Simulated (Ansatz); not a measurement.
A nudged elastic band was laid between two geometries of C₃H₆O₃ (12 atoms, charge 0, multiplicity 1).

The calculation used RKS revPBE-D4/def2-SVP in Ansatz 0.2.0.

- movable images: 7
- climbing image: yes
- spring: 50.0 eV/Å²
- optimiser: quadratic models (default)
- start path: IDPP
- force threshold: 0.03 eV/Å
- iteration limit: 60
- end points: relaxed

First end point:

```xyz
12
Properties=species:S:1:pos:R:3
C -0.860 -1.057 -1.239
O -0.383 0.192 -0.749
C 0.448 0.062 0.392
O -0.188 -0.420 1.531
C 0.955 1.499 0.624
O 0.673 2.104 1.641
H -1.496 -0.841 -2.120
H -1.462 -1.592 -0.473
H -0.019 -1.720 -1.554
H 1.306 -0.622 0.157
H -0.448 0.382 2.039
H 1.550 1.959 -0.214
```

Last end point:

```xyz
12
Properties=species:S:1:pos:R:3
C -0.795 -1.006 -1.212
O -0.299 0.259 -0.808
C 0.357 0.245 0.439
O -0.476 -0.065 1.528
C 0.929 1.668 0.619
O 1.250 2.125 1.692
H -1.245 -0.882 -2.215
H -1.576 -1.386 -0.515
H 0.022 -1.766 -1.277
H 1.230 -0.467 0.401
H -0.362 -1.007 1.741
H 1.042 2.227 -0.359
```

(1) Which bonds break or form, and what moves?

(2) What energy profile does the band end with?

(3) What is the geometry of the highest image?

Results:

(1) No bond is made or broken. The dihedral H10–C3–O4–H11 goes from 142 to -26°.

(2) The run converged. The highest image is number 7 of 0 to 8, 0.263 eV above the first end and 0.003 eV above the last; the last end lies 0.260 eV above the first. The top lies less than 8 meV above the higher end, about what the thresholds resolve: that end is a shoulder or a very shallow well. Another band between the same ends (7 images) ends at a top of the same energy, where a vibrational analysis finds 1 clearly imaginary mode.

```tsv
image	path coordinate (Å)	energy (eV)	dihedral H10–C3–O4–H11 (°)
0	0.00	0.000	142
1	0.32	0.008	134
2	0.64	0.036	117
3	0.96	0.089	95
4	1.28	0.154	71
5	1.60	0.211	48
6	1.93	0.250	25
7	2.25	0.263	0
8	2.57	0.260	-26
```

(3) 
```xyz
12
Properties=species:S:1:pos:R:3
C -0.672 -1.185 -1.164
O -0.277 0.146 -0.864
C 0.298 0.294 0.405
O -0.612 0.019 1.447
C 0.779 1.762 0.479
O 1.034 2.316 1.526
H -1.112 -1.177 -2.180
H -1.428 -1.560 -0.441
H 0.203 -1.881 -1.155
H 1.209 -0.362 0.506
H -0.237 -0.681 2.007
H 0.892 2.255 -0.533
```

The run took 2.5 min on 2 threads of AMD EPYC 9R14 (Zen 4), with other jobs on the host, peak memory 0.17 GiB.
